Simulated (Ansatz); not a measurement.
How far each method lies from UCCSDT(Q) for HP–Ga–S, doublet

Geometry: a point of a stretch scan, not a stationary point.

```yaml
atoms:
  - { symbol: P, position_ang: [0.0000, -0.4042, 1.7657] }
  - { symbol: Ga, position_ang: [0.0000, -0.3151, -0.7718] }
  - { symbol: S, position_ang: [0.0000, -0.3037, -2.7908] }
  - { symbol: H, position_ang: [0.0000, 1.0230, 1.7969] }
```

Basis cc-pVDZ; Ansatz 0.2.0. Correlated methods freeze the noble-gas cores and the filled d shells of p-block atoms, which leaves 15 electrons in 44 orbitals. R marks a restricted (for open shells ROHF) determinant, U an unrestricted one. No spin–orbit coupling is included, and no scalar relativity.

Full CI isn't at hand for all of this; UCCSDT(Q) serves as the reference, and is uncertain by about the last step of the cluster series.

The UHF ⟨S²⟩ is 0.772. The T1 diagnostic (RCCSD) is 0.0271. The largest doubles amplitude (RCCSD) is 0.080 and the T1 diagnostic (UCCSD) is 0.0252.

Problem. From what is known of these methods and the diagnostics, rank them by the size of their error in total energy against UCCSDT(Q) in cc-pVDZ, smallest first (an estimate: the text doesn't fix the numbers).
A. UCCSD
B. UHF
C. UCCSDT
D. UMP2
E. UCCSD(T)

Solution. C (1.35 mEh), E (3.14 mEh), A (16.77 mEh), D (52.86 mEh), B (329.92 mEh).

All errors are against UCCSDT(Q) in cc-pVDZ. Within each family the higher level lies nearer, as is usual though not guaranteed.
